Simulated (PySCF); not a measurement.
**Broadened absorption spectrum of P3H5**

Compound: P₃H₅.
Z-matrix (Å and degrees, PBE0-D3(BJ)/def2-SVP geometry), rows numbered from 1:
```
P 
P   1  2.2477
P   2  2.2464  1   95.02
H   1  1.4306  2   93.22  3    87.84
H   1  1.4308  2   93.30  3  -179.81
H   2  1.4322  1   92.54  3    92.78
H   3  1.4307  2   93.20  1   -87.70
H   3  1.4309  2   93.30  1   179.97
```

The calculation used PySCF 2.14.0, density-fitted response routines, TDDFT CAM-B3LYP/def2-SVPD, vertical, gas phase, core orbitals frozen in the response.

Computed states:

| state | E (eV) | f |
| --- | --- | --- |
| S1 | 5.24 | 0.055 |
| S2 | 5.37 | 0.144 |
| S3 | 5.60 | 0.025 |
| S4 | 5.72 | 0.014 |
| S5 | 6.47 | 0.070 |
| S6 | 6.62 | 0.028 |
| S7 | 6.78 | 0.097 |
| S8 | 6.93 | 0.0026 |
| S9 | 7.16 | 0.013 |
| S10 | 7.33 | 0.0023 |

Each state is given a Gaussian of 0.3 eV full width at half maximum, with ε(max) = 2.175×10⁸ f / Δν̃ (Δν̃ the width in cm⁻¹). The cross-section is σ = 3.8235×10⁻²¹ ε cm², given in Mb (10⁻¹⁸ cm²). The width is an assumption, not a result. The curve ends short of the highest state used, and states not computed would add to its high-energy end.

(1) What does the envelope look like, and where are its maxima?

(2) On this curve, what absorbance would a 10⁻⁴ mol/L sample give at 193 nm over a 1 cm path?

(3) Coming from long wavelengths, where does ε first pass 100 L mol⁻¹ cm⁻¹?

Results:

(1) 
```csv
E (eV),σ (Mb)
4.79,0.04
4.87,0.30
4.96,1.99
5.04,7.40
5.13,22.05
5.21,42.15
5.30,61.14
5.38,61.85
5.46,47.31
5.55,28.30
5.63,17.99
5.72,11.35
5.80,6.65
5.89,2.70
5.97,0.88
6.06,0.31
6.14,0.95
6.22,3.83
6.31,12.01
6.39,22.55
6.48,31.62
6.56,34.86
6.65,37.99
6.73,40.57
```

Maxima: 232 nm (5.34 eV), ε about 17000, made up of S1 (21%) and S2 (77%) (ε in L mol⁻¹ cm⁻¹; maxima over ε = 5, shares over 10%). At its high-energy end, 6.73 eV, the curve is still rising (ε about 11000, from S6 and S7).

(2) 193 nm is 6.424 eV, where ε is about 7000 L mol⁻¹ cm⁻¹, so A = ε c l ≈ 0.7 (Beer–Lambert, with the gas-phase spectrum and the assumed width).

(3) At about 254 nm (4.88 eV), 0.36 eV below S1.

The vertical ionisation energy (ΔSCF) is 8.58 eV, 1.25 eV above S10.

The run took 11 s wall on one thread, Arm Neoverse V2 (aarch64), no GPU (shared host), and the process peaked at 0.55 GiB of memory.

One conformer stands for the species.
